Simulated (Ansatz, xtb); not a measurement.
## Two isomers of C6H6

Structure X: `C#C/C=C/C=C`, a singlet. Structure Y: `C#C/C=C\C=C`, a singlet. Both are isolated molecules in the gas phase, relaxed with r2SCAN-D4/def2-SVP; the shapes shown needn't be the lowest conformers.

X (Å):

```xyz
12

C     1.6209   -1.6907   -0.7520
C     0.9095   -0.7797   -1.1434
C     0.1161    0.2921   -1.6103
C    -1.2327    0.3795   -1.4534
C    -2.0197    1.4877   -1.9405
C    -3.3561    1.5878   -1.7918
H     2.2392   -2.4969   -0.4035
H     0.6418    1.1027   -2.1342
H    -1.7603   -0.4281   -0.9309
H    -1.4734    2.2859   -2.4605
H    -3.9280    0.8078   -1.2778
H    -3.9119    2.4464   -2.1771
```

Y (Å):

```yaml
atoms:
  - { symbol: C, position_ang: [0.6374, -2.0307, -1.4097] }
  - { symbol: C, position_ang: [0.5272, -0.8163, -1.4582] }
  - { symbol: C, position_ang: [0.4429, 0.5953, -1.5146] }
  - { symbol: C, position_ang: [-0.7169, 1.3098, -1.5405] }
  - { symbol: C, position_ang: [-2.0438, 0.7393, -1.5144] }
  - { symbol: C, position_ang: [-3.1729, 1.4753, -1.5413] }
  - { symbol: H, position_ang: [0.7285, -3.1001, -1.3670] }
  - { symbol: H, position_ang: [1.3960, 1.1375, -1.5386] }
  - { symbol: H, position_ang: [-0.6436, 2.4028, -1.5846] }
  - { symbol: H, position_ang: [-2.1068, -0.3553, -1.4703] }
  - { symbol: H, position_ang: [-4.1607, 1.0077, -1.5202] }
  - { symbol: H, position_ang: [-3.1360, 2.5694, -1.5854] }
```

**Question.** Estimate E(Y) − E(X) at the level CCSD(T)/def2-SVP + ΔMP2/def2-TZVPP.

**Answer.** CCSD(T)/def2-SVP + ΔMP2/def2-TZVPP gives E(Y) − E(X) = −0.18 kcal/mol, slightly favouring structure Y, which is too small a margin to settle the true order.

Level by level:

```tsv
level	geometry	E(Y) − E(X) (kcal/mol)	departure from the last row (kcal/mol)	job, with rough time for the two
GFN2-xTB	GFN2-xTB	+0.31	+0.48	optimisation, 0.36 s
HF/STO-3G	GFN2-xTB	+0.32	+0.49	single point, 0.92 s
r2SCAN-D4/def2-SVP//GFN2-xTB	GFN2-xTB	+0.08	+0.26	single point, 6.6 s
r2SCAN-D4/def2-SVP	r2SCAN-D4/def2-SVP	+0.05	+0.23	optimisation, 50 s
HF/def2-SVP	r2SCAN-D4/def2-SVP	+0.27	+0.44	part of the CCSD(T) run
MP2/def2-SVP	r2SCAN-D4/def2-SVP	+0.02	+0.20	part of the CCSD(T) run
CCSD(T)/def2-SVP	r2SCAN-D4/def2-SVP	+0.14	+0.31	single point
CCSD(T)/def2-SVP + ΔMP2/def2-TZVPP	r2SCAN-D4/def2-SVP	−0.18		single point, 1.9 min
```

As drawn, both hold the same kinds of bond in the same numbers.

The largest departure from CCSD(T)/def2-SVP + ΔMP2/def2-TZVPP is that of HF/STO-3G, 0.49 kcal/mol. The last row adds to CCSD(T) the change of the MP2 difference between the two basis sets, here −0.31 kcal/mol.

With thermal terms from frequencies at re-optimised GFN2-xTB minima (ideal gas, soft modes damped towards free rotors, one conformer each, 298.15 K, 1 atm): the zero-point term adds +0.13 kcal/mol; ΔH is −0.13 and ΔG −0.09 kcal/mol.

The correlated steps freeze 6 core orbitals. Codes used: Ansatz 0.2.0, xtb 6.7.1; the last row on 2 threads of Intel(R) Xeon(R) Processor @ 2.50GHz (Skylake/Cascade Lake) on a shared host.
